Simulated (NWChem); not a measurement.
Species: nitrogen trifluoride (NF3); SMILES FN(F)F

Computed with NWChem. Pople sets run with spherical d functions. The geometry was optimised at B3LYP/6-31G* (spherical d). Ions are spin-unrestricted doublets at the neutral geometry; other ion states weren't tried.

Q: Estimate the computed values for BHandHLYP/6-31G*. Quantities: vertical ionisation energy, ΔSCF (eV); −ε(HOMO) (eV).

A: 
```
Item                                   Value
-------------------------------------  -----
vertical ionisation energy, ΔSCF (eV)  13.56
−ε(HOMO) (eV)                          11.85
```
